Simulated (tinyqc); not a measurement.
Worked calculation: Hueckel theory of the pi electrons, for the molecule [CH2]C([CH2])=CC=C (SMILES; centres numbered as the heavy atoms are written). Computed by tinyqc, a small Python program that keeps every step. Settings: charge = 0. Command: `OMP_NUM_THREADS=1 python tinyqc.py 30293 30294 out.jsonl` (the two numbers bound the seeds that draw the settings). One thread of a shared host (Intel(R) Xeon(R) Processor @ 2.60GHz), about 0.01 s of CPU time with the checks.

## The Hueckel matrix

Centres:
```
centre  z_r, pi electrons of the neutral centre        h
1C                                            1  0.00000
2C                                            1  0.00000
3C                                            1  0.00000
4C                                            1  0.00000
5C                                            1  0.00000
6C                                            1  0.00000
```

Bonds:
```
i  j  k
1  2  1
2  3  1
2  4  1
4  5  1
5  6  1
```

H_rr = alpha + h_r beta, H_rs = k_rs beta for bonded centres.

Hueckel matrix in units of beta (H = alpha + beta A), order 1C, 2C, 3C, 4C, 5C, 6C:
```
[[0.00000, 1.00000, 0.00000, 0.00000, 0.00000, 0.00000],
 [1.00000, 0.00000, 1.00000, 1.00000, 0.00000, 0.00000],
 [0.00000, 1.00000, 0.00000, 0.00000, 0.00000, 0.00000],
 [0.00000, 1.00000, 0.00000, 0.00000, 1.00000, 0.00000],
 [0.00000, 0.00000, 0.00000, 1.00000, 0.00000, 1.00000],
 [0.00000, 0.00000, 0.00000, 0.00000, 1.00000, 0.00000]]
```

## Orbitals

pi electrons, sum of z_r less the charge = 6

Diagonalise; E = alpha + x beta with beta < 0, so the largest x are filled first; degenerate levels share their electrons. P = sum n_i c_ri c_si; each orbital has its largest coefficient positive (the first on a tie).

x values: [1.90211, 1.17557, 0.00000, 0.00000, -1.17557, -1.90211]

occupations: [2.00000, 2.00000, 1.00000, 1.00000, 0.00000, 0.00000]

coefficients, order 1C, 2C, 3C, 4C, 5C, 6C:
```
[[0.31623, -0.31623, 0.00000, 0.77460, 0.31623, -0.31623],
 [0.60150, -0.37175, 0.00000, 0.00000, -0.37175, 0.60150],
 [0.31623, -0.31623, 0.57735, -0.51640, 0.31623, -0.31623],
 [0.51167, 0.19544, -0.57735, -0.25820, -0.19544, -0.51167],
 [0.37175, 0.60150, 0.00000, 0.00000, 0.60150, 0.37175],
 [0.19544, 0.51167, 0.57735, 0.25820, -0.51167, -0.19544]]
```

charge and bond-order matrix P, order 1C, 2C, 3C, 4C, 5C, 6C:
```
[[1.00000, 0.61554, 0.00000, 0.00000, -0.14531, 0.00000],
 [0.61554, 1.00000, 0.61554, 0.47023, 0.00000, -0.14531],
 [0.00000, 0.61554, 1.00000, 0.00000, -0.14531, 0.00000],
 [0.00000, 0.47023, 0.00000, 1.00000, 0.61554, 0.00000],
 [-0.14531, 0.00000, -0.14531, 0.61554, 1.00000, 0.76085],
 [0.00000, -0.14531, 0.00000, 0.00000, 0.76085, 1.00000]]
```

Within a degenerate level the vectors are fixed only up to a rotation; this is one choice.

## Energy, charges, bond orders

E = sum n x; q_r = z_r - P_rr; bond order p = P_rs; free valence = sqrt(3) - sum of p over the bonds of the atom.

pi energy = 6 alpha + this times beta = 6.15537

pi charges: [0.00000, 0.00000, 0.00000, 0.00000, 0.00000, 0.00000]

Bond orders and lengths from R = 1.517 - 0.180 p (angstrom, C-C alone):
```
bond        p        R
1-2   0.61554  1.40620
2-3   0.61554  1.40620
2-4   0.47023  1.43236
4-5   0.61554  1.40620
5-6   0.76085  1.38005
```

free valence of the carbons: [1.11651, 0.03075, 1.11651, 0.64629, 0.35567, 0.97121]

gap between the highest filled and the next level = 1.17557 |beta|
